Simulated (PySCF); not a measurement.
**Reproducing measurements on BH**

**Experimental background.**

NIST CCCBDB Release 22 (SRD 101), experimental dipoles lists, for the gas: dipole moment 1.27 ± 0.21 D.

Liu, Meijer, Perez-Rios, Phys. Chem. Chem. Phys. 22 (2020) 24191 lists, for the gas: dipole moment 1.27 D.

The results are set against them at the end.

BH (singlet state).
Atom-mapped SMILES: `[BH:1]` (hydrogens: H2 on B1)

Cartesian coordinates in Å at the PBE0-D3(BJ)/def2-SVP level; atoms count from 1:
```xyz
2
BH angstrom
B      0.624   -0.001   -0.001
H     -0.629    0.007   -0.011
```

Runs made with PySCF (gas phase, on this PBE0-D3(BJ)/def2-SVP geometry; no spin–orbit coupling):

| level | job | basis functions | wall time |
| --- | --- | --- | --- |
| PBE0-D3(BJ)/def2-SVP, grid level 1 | geometry optimisation from a GFN2-xTB start | 19 | 0.48 s |

Hardware: one thread of an Intel Xeon 6975P-C, no GPU, shared host.

Results beside the measurements:

**Dipole moment.** Measured: 1.27 D (NIST CCCBDB Release 22 (SRD 101), experimental dipoles) and 1.27 D (Liu, Meijer, Perez-Rios, Phys. Chem. Chem. Phys. 22 (2020) 24191). Differences are taken against the first.

```
               level  computed (D)  computed − measured (D)  % (from the printed values)
PBE0-D3(BJ)/def2-SVP          1.60                    +0.33                          +26
```

The computed dipoles belong to one fixed geometry; measured ones are averaged over vibrations unless marked μe. Magnitudes are compared, not signs.

The geometry is computed, not the measured one. Where a level misses, the cause wasn't examined.
